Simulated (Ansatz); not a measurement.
**Si (P6_3/mmc)**

Theory: DFT r2SCAN, scalar-relativistic, plane waves, PAW (Ansatz 0.2.0).

Settings: cutoff 500 eV, Γ-centred mesh 12×12×2 on the computed 8-atom cell, Gaussian smearing of 0.02 eV; no spin polarisation.

The structure is relaxed at this level of theory with its symmetry kept. This form isn't the element's structure at ambient conditions.

```cif
data_structure
_symmetry_space_group_name_H-M 'P6_3/mmc'
_symmetry_Int_Tables_number 194
_cell_length_a 3.8402
_cell_length_b 3.8402
_cell_length_c 12.6247
_cell_angle_alpha 90.000
_cell_angle_beta 90.000
_cell_angle_gamma 120.000
_cell_volume 161.23
loop_
_atom_site_label
_atom_site_type_symbol
_atom_site_symmetry_multiplicity
_atom_site_Wyckoff_symbol
_atom_site_fract_x
_atom_site_fract_y
_atom_site_fract_z
_atom_site_occupancy
Si1 Si 4 e 0.00000 0.00000 0.40680 1
Si2 Si 4 f 0.33333 0.66667 0.34408 1
```

Question: Formation energy from the elements' standard states (uncorrected)?

Answer: +0.004 eV/atom.

Question: Generalised Kohn–Sham band gap?

Answer: 0.76 eV, indirect from Γ to (0.000, 0.456, 0.000).

Question: Löwdin character of the top 1 eV of the valence band?

Answer: Si 3p 96 %.

Question: Löwdin character of the lowest 1 eV of the conduction band?

Answer: Si 3p 55 %, Si 3s 30 %, unprojected 16 %.

Question: Electron masses at the edge by Cartesian direction of the standard setting (m_e; degenerate bands sorted by energy; no spin-orbit coupling)?

Answer: x: 0.12; y: 1.2; z: 1.5.

Question: Hole masses at the edge by Cartesian direction of the standard setting (m_e; degenerate bands sorted by energy; no spin-orbit coupling)?

Answer: x: 0.75, 0.13; y: 0.76, 0.13; z: 0.60, 0.60.

Question: Bulk modulus?

Answer: 97 GPa.

Question: Its pressure derivative?

Answer: 4.2.

Question: Bader charges (e)?

Answer: Si (4 in the cell) 0.01, Si (4 in the cell) -0.01.

Cost: 8 runs of about 13 core-minutes in all, on Intel Xeon Platinum 8259CL (Skylake/Cascade Lake) (shared hosts).